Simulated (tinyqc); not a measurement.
Hueckel theory of the pi electrons with the omega technique, for the molecule C=CN (SMILES; centres numbered as the heavy atoms are written), step by step. One step of it, computed by the program tinyqc.

Task: Omega technique, round 2. h_r = h_r(0) + omega q_r, omega = 0.6, with q_r = z_r - P_rr; 0.7 of the old diagonal is kept.

Hueckel matrix in units of beta (H = alpha + beta A), lower triangle:
```
          1C        2C        3N
1C  0.000000
2C  1.000000  0.000000
3N  0.000000  0.700000  1.610000
```

charge and bond-order matrix P, lower triangle:
```
           1C        2C        3N
1C   1.105904
2C   0.963037  0.962706
3N  -0.247677  0.266775  1.931390
```

Centres:
```
centre  z_r, pi electrons of the neutral centre         h
1C                                            1  0.000000
2C                                            1  0.000000
3N                                            2  1.610000
```

Give: matrix after round 2.

Result:

matrix after round 2, lower triangle:
```
         1C      2C      3N
1C  -0.0345
2C   1.0000  0.0132
3N   0.0000  0.7000  1.6312
```
